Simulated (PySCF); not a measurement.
**C4H4O: core ionisation energies**

Species: C4H4O.
Cartesian coordinates in Å at the PBE0-D3(BJ)/def2-SVP level; atoms count from 1:
```xyz
9
C4H4O angstrom
C      1.894    0.101   -0.006
C      0.648   -0.276   -0.001
C     -0.622   -0.631    0.001
C     -1.719    0.357   -0.136
O     -1.573    1.545   -0.263
H      2.459    0.166   -0.942
H      2.406    0.369    0.924
H     -0.897   -1.686    0.109
H     -2.740   -0.100   -0.113
```

The calculation used delta-SCF UKS SCAN, pcX-2 on the ionised atom, pcseg-1 elsewhere, spin-free X2C in PySCF. Each binding energy is the total energy of the core-ionised species, with the hole localised on one atom, minus that of the ground state; both are solved self-consistently, so orbital relaxation is included.

Q: List the computed XPS lines with their assignment.

A: 
| atom(s) | bonded to | level | binding energy (eV) | above the level's lowest (eV) | count |
| --- | --- | --- | --- | --- | --- |
| O5 | C (double bond) | O 1s | 537.55 | 0.00 | 1 |
| C4 | O (double bond), C and H | C 1s | 293.36 | +2.26 | 1 |
| C2 | 2 C (double bond) | C 1s | 291.28 | +0.18 | 1 |
| C3 | C (double bond), C and H | C 1s | 291.14 | +0.04 | 1 |
| C1 | C (double bond) and 2 H | C 1s | 291.10 | 0.00 | 1 |

The listed C 1s values span 2.26 eV, from C1 (bonded to C (double bond) and 2 H) to C4 (bonded to O (double bond), C and H). The widest gap between neighbouring values is 2.08 eV, between 291.28 and 293.36 eV. Summing the Pauling electronegativity differences to the bonded atoms, each weighted by its formal bond order, gives -0.70 for the lowest site and +1.43 for the highest; no listed site has a larger sum than the highest. The values 291.10 and 291.14 eV lie too close for their order to be trusted.

Q: Which effective nuclear charge Zeff reproduces each element's mean 1s value in the hydrogen-like formula E = 13.606 eV × Zeff²?

A: C (Z = 6): mean 291.7 eV, Zeff = 4.63, Z − Zeff = 1.37; O (Z = 8): mean 537.6 eV, Zeff = 6.29, Z − Zeff = 1.71. Means run over the listed sites, weighted by atom count.

Q: Which photon wavelength matches the C 1s of C1 threshold?

A: λ = hc/E = 12398.42 eV Å / 291.10 eV = 42.592 Å.

Spin contamination (⟨S²⟩ against 0.75 for a pure doublet) is marked for C 1s of C2 (0.94), which makes this value less certain. Geometry: PBE0-D3(BJ)/def2-SVP, one conformer, isolated molecule.

Time: 24 s. Hardware: an Arm Neoverse V1 with one thread, no GPU, shared host.
